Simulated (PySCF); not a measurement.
Molecule: SMILES ClC(Cl)(Cl)Cl, CCl4.

Geometry:
```csv
atom,x (Å),y (Å),z (Å)
Cl1,0.133,-1.733,0.332
C2,0.000,0.000,0.000
Cl3,-1.246,0.705,1.040
Cl4,1.553,0.784,0.325
Cl5,-0.440,0.244,-1.697
```

Geometry PBE0-D3(BJ)/def2-SVP throughout; GIAO in PySCF 2.14, gas phase, one conformer, non-relativistic; equivalent atoms averaged; functional PBE0.

Question: How do the shifts δ (against HCl, TMS at the same level) depend on the basis set? (ppm; last column core-seconds on shared hosts with different chips, so compare them loosely)

Answer: 
```
    basis set  functions  Cl1/Cl3/Cl4/Cl5     C2  core-s
       STO-3G         41            259.8  119.9     1.7
        6-31G         61            591.9  125.4     3.5
     pcSseg-0         61            593.1  145.3     4.9
       6-31G*         86            566.8  123.2     4.8
     def2-SVP         86            514.3  136.9       4
      cc-pVDZ         86            554.6  139.1     5.6
     pcSseg-1        113            625.1  134.8      11
  aug-cc-pVDZ        131            582.8  135.5      10
      cc-pVTZ        166            570.3  135.1      14
6-311+G(2d,p)        167            620.6  134.9      10
    def2-TZVP        179            620.2  136.4      12
     pcSseg-2        208            607.3  138.7      15
     IGLO-III        211            619.9  136.4      20
```

Question: Which nucleus moves most, in ppm?

Answer: Cl1/Cl3/Cl4/Cl5 (chlorine bonded to C): from 259.8 ppm with STO-3G to 625.1 ppm with pcSseg-1. The smallest spread is 25.4 ppm, at C2.

Question: Taking the largest basis, IGLO-III (211 functions), as the yardstick, rank the others by their worst heavy-atom deviation.

Answer: def2-TZVP 0.3 ppm (179 functions), 6-311+G(2d,p) 1.5 ppm (167 functions), pcSseg-1 5.2 ppm (113 functions), pcSseg-2 12.6 ppm (208 functions), pcSseg-0 26.8 ppm (61 functions), 6-31G 28.0 ppm (61 functions), aug-cc-pVDZ 37.1 ppm (131 functions), cc-pVTZ 49.6 ppm (166 functions), 6-31G* 53.1 ppm (86 functions), cc-pVDZ 65.3 ppm (86 functions), def2-SVP 105.6 ppm (86 functions), STO-3G 360.1 ppm (41 functions).

A small basis that lands close on one nucleus may do so by chance; judge by the trend and by all nuclei.
